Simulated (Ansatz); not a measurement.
BaAg2GeS4 (I-42m, No. 121) was calculated with HSE06 (plane waves, PAW; Ansatz, a quantum-chemistry and plane-wave program).

Settings: plane-wave cutoff 460 eV, 6×6×6 k mesh, Fermi–Dirac smearing 0.01 eV, no spin polarisation, scalar-relativistic PAW data made under PBE.

Cell (measured lattice):

```
CELL_PARAMETERS angstrom
     -3.41400     3.41400     4.00850
      3.41400    -3.41400     4.00850
      3.41400     3.41400    -4.00850
ATOMIC_POSITIONS crystal
  Ge 0.50000 0.50000 0.00000
  Ag 0.75000 0.25000 0.50000
  Ag 0.25000 0.75000 0.50000
  S  0.53230 0.53230 0.37660
  S  0.46770 0.84430 0.00000
  S  0.15570 0.15570 0.62340
  S  0.84430 0.46770 0.00000
  Ba 0.00000 0.00000 0.00000
```

What does this level give for the band gap, smallest direct gap on the k points sampled and direct gap at Γ?


- band gap: 1.65 eV (on the SCF k mesh)
- smallest direct gap on the k points sampled: 2.14 eV
- direct gap at Γ: 2.83 eV

Note: cell and atoms aren't relaxed at this level (pressure 1.2 GPa).

Spin–orbit coupling is not included.

Computed values are for the static lattice.

Computing time: about 18 core-minutes (a rough figure).
